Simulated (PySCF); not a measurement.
C4H5P.
Atom-mapped SMILES: `[CH2:1]=[CH:2][P:3]1[CH:4]=[CH:5]1` (hydrogens: H6, H7 on C1; H8 on C2; H9 on C4; H10 on C5)

Computed by this run: PySCF, PBE0-D3(BJ)/def2-SVP geometry optimisation, gas phase; density fitting, grid level 1; the optimiser is geomeTRIC in internal coordinates, started from a GFN2-xTB structure with every atom displaced at random (about 0.01 Å).

Step 0: E = -13500.6984 eV
```
atom  x, y, z in Å  |  force x, y, z in eV/Å
C1     -2.1153   -0.1093   -0.1569   -2.193   0.374  -0.706
C2     -0.8325    0.0650   -0.2845    2.086   0.249  -0.200
P3      0.3238   -0.4658    1.0104    1.108   0.332  -0.282
C4      1.8281    0.5833    0.5651   -1.283  -2.576  -0.371
C5      1.8772   -0.6055   -0.0012   -0.837   1.859   1.617
H6     -2.5721   -0.5310    0.7165   -0.232  -0.464   0.770
H7     -2.8206    0.2256   -0.9259    0.009  -0.051  -0.053
H8     -0.3803    0.5304   -1.1724   -0.182  -0.025  -0.024
H9      2.2719    1.5268    0.7161    0.719   1.226   0.153
H10     2.4685   -1.2401   -0.5977    0.806  -0.923  -0.903
```

Step 1: E = -13500.8383 eV
```
atom  x, y, z in Å  |  force x, y, z in eV/Å
C1     -2.1646   -0.0647   -0.1478    0.228   0.021   0.076
C2     -0.8431    0.0196   -0.3500   -0.162  -0.026  -0.005
P3      0.3491   -0.5367    0.9226    0.164   0.161   0.086
C4      1.7908    0.5667    0.6188    0.351   0.610   0.087
C5      1.9637   -0.5726    0.0225   -0.271  -0.749  -0.251
H6     -2.5749   -0.4540    0.7914    0.012  -0.059  -0.022
H7     -2.8859    0.2693   -0.8961   -0.065   0.035  -0.068
H8     -0.4536    0.4397   -1.2855    0.014  -0.003  -0.068
H9      2.2763    1.5417    0.7839   -0.262  -0.296   0.048
H10     2.5911   -1.2296   -0.5904   -0.008   0.307   0.117
```

Step 2: E = -13500.8540 eV
```
atom  x, y, z in Å  |  force x, y, z in eV/Å
C1     -2.1555   -0.0633   -0.1471    0.001  -0.010  -0.059
C2     -0.8388    0.0340   -0.3569   -0.044  -0.015   0.034
P3      0.3420   -0.5070    0.9348    0.112   0.082  -0.024
C4      1.7994    0.5694    0.6220    0.171   0.016  -0.113
C5      1.9406   -0.5796    0.0228   -0.234  -0.188   0.087
H6     -2.5504   -0.4783    0.7877   -0.013   0.023   0.007
H7     -2.8889    0.2604   -0.8926   -0.006  -0.017   0.004
H8     -0.4501    0.4393   -1.3014   -0.005   0.027   0.026
H9      2.2862    1.5318    0.7922   -0.079  -0.027   0.051
H10     2.5643   -1.2273   -0.5920    0.097   0.110  -0.013
```

Step 3: E = -13500.8593 eV
```
atom  x, y, z in Å  |  force x, y, z in eV/Å
C1     -2.1625   -0.0662   -0.1506   -0.042  -0.059   0.032
C2     -0.8430    0.0387   -0.3322    0.047   0.046  -0.096
P3      0.3547   -0.4928    0.9512   -0.052   0.013   0.039
C4      1.8157    0.5681    0.6132   -0.015  -0.212  -0.142
C5      1.9335   -0.5881    0.0185   -0.122   0.089   0.142
H6     -2.5771   -0.4809    0.7758   -0.009   0.016   0.009
H7     -2.8827    0.2463   -0.9150    0.033  -0.006   0.029
H8     -0.4514    0.4473   -1.2744    0.019   0.024   0.018
H9      2.2979    1.5266    0.7848    0.043   0.112   0.042
H10     2.5638   -1.2196   -0.6018    0.097  -0.022  -0.071
```

**Question.** Estimate the geometry and energy of step 4. (The exact step hangs on the optimiser's Hessian estimate; all steps are aligned on step 3, rigid shifts and turns removed.)

**Answer.** E = -13500.8614 eV, largest force 0.114 eV/Å
```
atom  x, y, z in Å  |  force x, y, z in eV/Å
C1     -2.1584   -0.0724   -0.1499   -0.063   0.011  -0.058
C2     -0.8425    0.0553   -0.3436    0.032  -0.034   0.051
P3      0.3448   -0.4807    0.9479   -0.043   0.029  -0.004
C4      1.8165    0.5631    0.6078   -0.041  -0.099  -0.039
C5      1.9250   -0.5986    0.0244    0.026   0.059   0.048
H6     -2.5637   -0.4894    0.7797    0.028  -0.009   0.000
H7     -2.8879    0.2308   -0.9079   -0.002   0.011   0.009
H8     -0.4527    0.4755   -1.2815   -0.013   0.002   0.018
H9      2.3000    1.5213    0.7830    0.050   0.067   0.013
H10     2.5677   -1.2258   -0.5904    0.027  -0.036  -0.039
```

The energy changes by -0.0021 eV. The first-order estimate −F·Δx gives -0.0050 eV and the mean of the old and new forces, exact on a quadratic surface, -0.0021 eV. The step makes an angle of 76° with the force vector and moves no atom by more than 0.029 Å.

What follows is the cost of the whole optimisation. Hardware: an AMD EPYC 7R43 with one thread, shared host. Cost: 26 s of wall time, 0.41 GiB resident at most.
